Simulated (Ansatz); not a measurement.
Results of RPBE (Ansatz, a program for electronic structure, plane waves, PAW) for bcc Mo.

Settings: plane-wave cutoff 520 eV, 28×28×28 k mesh, Fermi–Dirac smearing 0.081 eV (set by the program), no spin polarisation, scalar-relativistic PAW data made under PBE.

Computed at the level's own relaxed cell.

Elastic tensor (GPa, Voigt notation, ions relaxed):

```
  441.7   152.6   152.6     0.0     0.0     0.0
  152.6   441.7   152.6     0.0     0.0     0.0
  152.6   152.6   441.7     0.0     0.0     0.0
    0.0     0.0     0.0    96.3     0.0     0.0
    0.0     0.0     0.0     0.0    96.3     0.0
    0.0     0.0     0.0     0.0     0.0    96.3
```

Task: Work out the Voigt, Reuss and Hill averages of the bulk and shear moduli, Young's modulus and Poisson's ratio from the printed constants.

Result: K_V = [C11 + C22 + C33 + 2(C12 + C13 + C23)]/9 = [1325.1 + 2 × 457.8]/9 = 249.0 GPa. G_V = [1325.1 − 457.8 + 3 × 288.9]/15 = 115.6 GPa. From the compliances S = C⁻¹, K_R = 249.0 and G_R = 111.1 GPa. Hill means: K = 249.0, G = 113.3 GPa. E = 9KG/(3K + G) = 295 GPa, ν = (3K − 2G)/(6K + 2G) = 0.30, K/G = 2.20.

Measured, for comparison: elastic constant C11 478 GPa, elastic constant C12 160 GPa, elastic constant C44 112 GPa (0 K, 300 K values taken to 0 K by the source's computed thermal shift; zero-point effects included; as tabulated in Gong and Corso (2024), arXiv:2406.16634). Computed (rounded) less measured: elastic constant C11 -8 %, elastic constant C12 -4 %, elastic constant C44 -14 %.

Note: shear constants of such metals converge slowly with the k mesh.

Static lattice: no zero-point or thermal effects.
